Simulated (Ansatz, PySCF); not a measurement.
Process, species as SMILES: O=C[C@@H]1C[C@H]1F + 7 [H][H] (H2) -> 4 C (CH4) + F (HF) + O (H2O)

Property: energy of full hydrogenation (enthalpy at 298 K), in kcal/mol. Set-up: non-relativistic; no spin-orbit coupling; LANL2DZ all-electron up to Ne; six Cartesian d functions in 6-31G* and its kin unless marked 5d; 6-311+G** with 5d; valence correlation only; no dispersion term unless named. CBS(X,Y): correlation extrapolated as X^-3; Hartree-Fock from the larger set. The bracket is a focal-point correction in the basis named. Ab initio and DFT rows: single points at B3LYP-D3(BJ) geometries (Ansatz, a quantum-chemistry and plane-wave program), with unscaled harmonic terms from B3LYP/6-31G* (Ansatz) at its own minima.

Coupled cluster (Ansatz) is a level with limits of its own, used here on species with T1 under 0.025 (0.045 for open shells) and stable references: RI-MP2/CBS(cc-pVTZ,cc-pVQZ)+[CCSD(T)-MP2]/cc-pVTZ.

Value to compare with, RI-MP2/CBS(cc-pVTZ,cc-pVQZ)+[CCSD(T)-MP2]/cc-pVTZ (Ansatz): -137.2 kcal/mol.

```tsv
level	program	energy of full hydrogenation (enthalpy at 298 K) (kcal/mol)	difference
SVWN5/6-31G*	Ansatz	-114.1	23.1
PBE/LANL2DZ	Ansatz	-141.1	-3.9
PBE/6-311+G**	Ansatz	-132.0	5.2
BP86/6-31G* (5d)	PySCF	-104.7	32.5
B3LYP/3-21G	Ansatz	-112.0	25.2
B3LYP/6-31G*	Ansatz	-115.4	21.8
PBE0/6-31G*	Ansatz	-123.2	14.0
M06-2X/def2-TZVPD	PySCF	-126.6	10.6
B2PLYP-D3(BJ)/def2-TZVPD	Ansatz + dftd3	-131.6	5.6
```

Among the 7 habitual levels, BP86/6-31G* (5d) lies farthest from RI-MP2/CBS(cc-pVTZ,cc-pVQZ)+[CCSD(T)-MP2]/cc-pVTZ (Ansatz) (32.5 kcal/mol) and PBE/LANL2DZ nearest (-3.9); 6 of 7 lie above it, and their mean absolute difference is 18.0 kcal/mol, the median 21.8. One case shows no general order.

The levels are drawn from those run, B3LYP/6-31G* more often than the rest, none by its result; left out are runs that failed, that the program found above a lower state of the same kind, or whose <S^2> lies over 0.5 above the pure value.
